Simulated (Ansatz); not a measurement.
C2H7N, singlet in 6-31G*: errors against RCCSDT(Q)

Geometry: MP2(full)/6-31G*, from the G2/97 set.

```yaml
atoms:
  - { symbol: C, position_ang: [1.2512, -0.3695, 0.0000] }
  - { symbol: C, position_ang: [0.0412, 0.5600, 0.0000] }
  - { symbol: N, position_ang: [-1.2641, -0.1034, 0.0000] }
  - { symbol: H, position_ang: [2.1905, 0.1926, 0.0000] }
  - { symbol: H, position_ang: [1.2430, -1.0137, 0.8849] }
  - { symbol: H, position_ang: [1.2430, -1.0137, -0.8849] }
  - { symbol: H, position_ang: [0.0758, 1.2150, -0.8765] }
  - { symbol: H, position_ang: [0.0758, 1.2150, 0.8765] }
  - { symbol: H, position_ang: [-1.3311, -0.7143, 0.8131] }
  - { symbol: H, position_ang: [-1.3311, -0.7143, -0.8131] }
```

Basis 6-31G* (Cartesian d functions); Ansatz 0.2.0. Correlated methods freeze the noble-gas cores, which leaves 20 electrons in 56 orbitals. R marks a restricted (for open shells ROHF) determinant. Active spaces: frontier = (8e, 8o) about the gap.

Full CI isn't at hand for all of this; RCCSDT(Q) serves as the reference, and is uncertain by about the last step of the cluster series.

```
UHF ⟨S²⟩                          : 0.000
T1 diagnostic (RCCSD)             : 0.0078
largest doubles amplitude (RCCSD) : 0.022
```

| level | E − E(RHF) (eV) |
| --- | --- |
| RMP2 | -11.6669 |
| RCCSD | -12.7369 |
| RCCSD(T) | -13.0483 |

Task: Estimate how far RCCSDT(Q) in 6-31G* lies from RCCSD(T). The table doesn't fix it; the size of (T) and the diagnostics are the guide.

Result: RCCSDT(Q) in 6-31G* lies 3.8 kJ/mol below RCCSD(T), which is 12 % of the (T) step (-30.0 kJ/mol). The diagnostics are small and one determinant leads, so the series closes fast and only a small part of (T) is left.

The other levels:

```
                    level  E − E(RCCSDT(Q)) (kJ/mol)  share of correlation (%)    wall time
                     CISD                      172.2                     86.37          6 s
                  BCCD(T)                        3.6                     99.71        1.4 s
                   RCCSDT                        1.9                     99.85            –
  CASSCF (frontier space)                      981.7                     22.25            –
  NEVPT2 (frontier space)                      147.8                     88.30         17 s
  MRCISD (frontier space)                      110.6                     91.24            –
MRCISD+Q (frontier space)                       17.2                     98.63  34 s (H100)
```

The correlation energy at RCCSDT(Q), counted from RHF, is -13.087 eV. That run took 12 s on 2 threads of AMD EPYC 7R13 with a shared H100 80 GB, shared host.

Times hold each run's SCF and search for its determinant on a shared host, so for small cases they say little of a method's own cost; rows without a card ran on 1 thread of AMD EPYC 7R13.

Atomization energy (electronic, same basis, no zero-point term; atoms at the same level, unrestricted beside the R rows where the molecule is a closed shell, with restricted open-shell steps beyond CCSDT(Q)) at RCCSDT(Q): 3308.2 kJ/mol. Errors of other levels:

| level | error (kJ/mol) |
| --- | --- |
| RHF | -651.3 |
| RMP2 | 12.9 |
| CISD | -159.2 |
| RCCSD | -25.1 |
| RCCSD(T) | -1.7 |
| BCCD(T) | -1.0 |
| RCCSDT | -1.7 |

This basis is far from its limit, so the value isn't to be set against a measured one. Truncated CI isn't size-consistent, which counts against it in atomization.
